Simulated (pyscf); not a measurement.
`[SH][Ga]([Cl])[Cl]` + `[H]` [doublet] → `[SH2]` + `[Cl][Ga][Cl]` [doublet], a substitution at S (doublet surface; Ga–S broken, H–S formed). Structures and frequencies: ωB97X-D3(BJ)/def2-SVP in PySCF. Energies in kcal/mol from the separated reactants.

AM1 to PM7: differences of heats of formation from MOPAC. Open shells are spin-unrestricted. 

In single points AM1 puts the saddle at -29.5 kcal/mol and the reaction energy at -34.1 kcal/mol. Should these be trusted to within a few kcal/mol? Compare with ωB97M-D3(BJ)/def2-TZVP.

ωB97M-D3(BJ)/def2-TZVP gives ΔE‡ = 4.4 kcal/mol and ΔE = -13.0 kcal/mol. AM1 lies 33.9 kcal/mol under it in the barrier and 21.1 kcal/mol under it in the reaction energy, so on this step it does not hold to within 3.0 kcal/mol. At AM1 this geometry lies under one side, so its ΔE‡ may be no barrier of that level. ωB97M-D3(BJ)/def2-TZVP has limits of its own. On the product side the descent ends in an adduct with a Ga–S contact, 13.1 kcal/mol under the separated species and 25.4 kcal/mol under the saddle at ωB97X-D3(BJ)/def2-TZVP. What is counted as broken (Ga–S) persists as a longer contact in the product adduct; parting that adduct is a step of its own. This is the saddle that the search found; another between the same sides may lie lower. The angle at the attacked S is 153°. In the def2 sets elements up to Kr have no core potential.
